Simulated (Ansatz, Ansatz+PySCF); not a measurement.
```yaml
atoms:
  - { symbol: N, position_ang: [0.0000, 0.0000, 0.0000] }
  - { symbol: H, position_ang: [0.6420, 0.6420, 0.6420] }
  - { symbol: H, position_ang: [0.6420, -0.6420, -0.6420] }
  - { symbol: H, position_ang: [-0.6420, 0.6420, -0.6420] }
  - { symbol: H, position_ang: [-0.6420, -0.6420, 0.6420] }
```

RHF on singlet NH4(+) was run in several spherical basis sets with Ansatz (development build ahead of 0.2.0).

Question: Rank the basis sets by the total energy that they give, lowest first, with the distance from the lowest.
A. 6-31G(d)
B. cc-pVTZ
C. def2-TZVP
D. def2-SVP
E. cc-pVDZ

Answer: B (0.00 eV), C (0.02 eV), E (0.45 eV), A (0.90 eV), D (1.69 eV).

Totals follow the description of the cores as much as that of the bonds, so this order isn't one of quality for chemistry.
